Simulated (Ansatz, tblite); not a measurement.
Removing and adding an electron: P3. Charge 0, multiplicity 2. Geometry: PBE0-D4/def2-TZVP. Ansatz, gas phase; energy differences of separate SCF runs; the oxidised species is a singlet (the triplet lies 1.89 eV higher at PBE0-D4/def2-TZVP); the reduced species is a triplet (the singlet lies 0.61 eV higher at PBE0-D4/def2-TZVPD).

```xyz
3

P     0.446   -0.584   -0.899
P    -0.368   -0.667    0.999
P    -0.078    1.251   -0.100
```

The xTB rows come from tblite. Correlated methods freeze 15 core orbitals. In CCSD on the charge 0 doublet the largest single amplitude is 0.17, so its Hartree–Fock determinant may place the open shell otherwise than the density functionals do. The structure comes from a short search, and lower isomers may exist.

| level | −HOMO (eV) | vertical IE (eV) | −LUMO (eV) | vertical EA (eV) | HOMO–LUMO gap (eV) | IE − EA (eV) | remarks |
| --- | --- | --- | --- | --- | --- | --- | --- |
| GFN1-xTB | – | 13.70 | – | 3.63 | – | 10.07 | – |
| GFN2-xTB | – | 11.64 | – | 6.24 | – | 5.40 | – |
| PBE-D4/def2-TZVP | 4.70 | 7.69 | 4.10 | – | 0.60 | – | – |
| PBE-D4/def2-TZVPD | 4.75 | – | 4.14 | 1.42 | 0.60 | – | HOMO above zero (-1 triplet) |
| r2SCAN-D4/def2-TZVP | 5.04 | 7.88 | 4.04 | – | 1.00 | – | – |
| r2SCAN-D4/def2-TZVPD | 5.07 | – | 4.07 | 1.55 | 1.00 | – | HOMO above zero (-1 triplet) |
| PBE0-D4/def2-TZVP | 5.73 | 7.78 | 3.31 | – | 2.42 | – | – |
| PBE0-D4/def2-TZVPD | 5.76 | – | 3.35 | 1.55 | 2.41 | – | HOMO above zero (-1 triplet) |
| CCSD/def2-TZVPP | – | 7.55 | – | – | – | – | large T1 (0.049) (doublet), spin-contaminated (⟨S²⟩ 1.13) (doublet) |
| CCSD(T)/def2-TZVPP | – | 7.52 | – | – | – | – | large T1 (0.049) (doublet), spin-contaminated (⟨S²⟩ 1.13) (doublet) |

Relaxing the oxidised species (PBE0-D4/def2-TZVP) changes its energy by -0.17 eV at PBE0-D4/def2-TZVP, so the adiabatic ionisation energy to this nearest minimum is 7.61 eV. At PBE-D4/def2-TZVP it is 7.56 eV.  Run but left out: HF/def2-TZVPP, MP2/def2-TZVPP (doublet: ⟨S²⟩ 1.13, where a pure state has 0.75).   A HOMO above zero means that the electron is unbound at that level or that self-interaction error raises the level; the energy of removing that electron tells which. HOMO and LUMO are the levels of the spin that leaves or enters (xTB has no such levels and no spin-polarisation term). Other spin states of the ions may lie lower, which would lower the ionisation energy or raise the affinity. Raw xTB energy differences between charge states are shifted by several eV; the methods need an empirical correction for them.
